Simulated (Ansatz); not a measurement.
## Rhodium, fcc: convergence with Gaussian smearing

Computed with Ansatz, LDA, scalar-relativistic PAW, on the relaxed cell (a = 3.755 Å; spin not included). Errors count from a run at 420 eV on a Γ-centred 24×24×24 mesh with Fermi-Dirac smearing of 0.1 eV, extrapolated to zero width. Fixed here: cutoff 420 eV, mesh 14×14×14. The SCF starts from atomic densities corrected by a trained network.

```
width (eV)  E(σ→0) error (meV/atom)  F error (meV/atom)  P (GPa)  SCF iterations
      0.01                      1.1                 1.0    -0.42               6
      0.03                      1.1                 0.7    -0.42               6
       0.1                      0.7                -2.5    -0.37               6
       0.2                      0.2               -11.0    -0.21               6
       0.3                      1.9               -25.7     0.16               6
       0.6                      4.6              -113.4     2.07               6
       1.0                     -6.6              -318.5     5.78               6
```
